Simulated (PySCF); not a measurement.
# Removing an electron from `N#C[C@@H]1CS1`

Compound: C3H3NS.
Cartesian coordinates in Å at the PBE0-D3(BJ)/def2-SVP level; atoms count from 1:
```
atom  x, y, z in Å
N1     2.341    0.624    0.778
C2     1.388    0.227    0.252
C3     0.209   -0.265   -0.415
C4    -1.135    0.164    0.064
S5    -0.756   -1.564    0.408
H6     0.341   -0.404   -1.495
H7    -1.174    0.830    0.931
H8    -1.897    0.352   -0.699
```

Level: CAM-B3LYP/def2-SVPD (PySCF). Frontier orbitals with their largest atomic shares (Löwdin; up to four atoms above 4 %):

| orbital | ε (eV) | main atoms |
| --- | --- | --- |
| HOMO−3 | -11.99 | N1 33 %, S5 22 %, C2 20 %, C4 15 % |
| HOMO−2 | -11.03 | N1 30 %, C2 22 %, S5 18 %, C4 16 % |
| HOMO−1 | -10.58 | N1 31 %, S5 22 %, C2 21 %, C3 16 % |
| HOMO | -8.85 | ? |
| LUMO | -0.13 | S5 50 %, C3 18 %, N1 10 %, C2 10 % |
| LUMO+1 | 0.76 | S5 38 %, C4 13 %, H8 11 %, C2 9 % |
| LUMO+2 | 0.99 | S5 53 %, H6 10 %, C4 9 %, C3 8 % |

Question: What vertical ionisation energy does ΔSCF give, and how far is −ε(HOMO) from it?

Answer: ΔSCF: 9.83 eV (949 kJ/mol; threshold wavelength 126 nm); ⟨S²⟩ of the doublet left behind is 0.755, against 0.75 for a pure doublet. −ε(HOMO) is 8.85 eV, 0.98 eV below it. In exact Kohn–Sham theory the two would be equal; CAM-B3LYP (range-separated hybrid) falls short of its own ΔSCF value by 10 %.

Question: On which atoms does the HOMO lie?

Answer: S5 (sulfide sulfur) 75 %, C4 (sp3 carbon bound to sulfur) 10 %, C3 (sp3 carbon bound to sulfur) 8 %, so more than half of it is on one atom. The HOMO−1 lies 1.73 eV lower.

Question: And the vertical electron affinity, the fundamental gap, Mulliken's electronegativity and the hardness (with the factor ½)?

Answer: EA = -0.64 eV by ΔSCF (−ε(LUMO) = 0.13 eV); a negative value means that the added electron isn't bound at this geometry and level, and the number then depends on the basis. IE − EA = 10.47 eV against an orbital gap of 8.72 eV; (IE + EA)/2 = 4.59 eV; (IE − EA)/2 = 5.24 eV. Parr's electrophilicity index (IE + EA)²/[8(IE − EA)] is 1.01 eV.

Question: Shift the occupied levels rigidly so that −ε(HOMO) equals the ΔSCF value. What binding energies result?

Answer: The shift is +0.98 eV: HOMO 9.83, HOMO−1 11.56, HOMO−2 12.01, HOMO−3 12.97 eV. A rigid shift is only a rough guide to the deeper ionisations.

Question: What kinetic energy would electrons from this vertical process carry with 118.2 nm light (10.49 eV)?

Answer: 10.49 − 9.83 = 0.66 eV.

Geometry: PBE0-D3(BJ)/def2-SVP; no solvent, vibrations or thermal averaging.

The run behind these numbers computed excited states and ΔSCF ions as well. The run took 31 s of wall time on one thread, Arm Neoverse V1, no GPU (shared host).
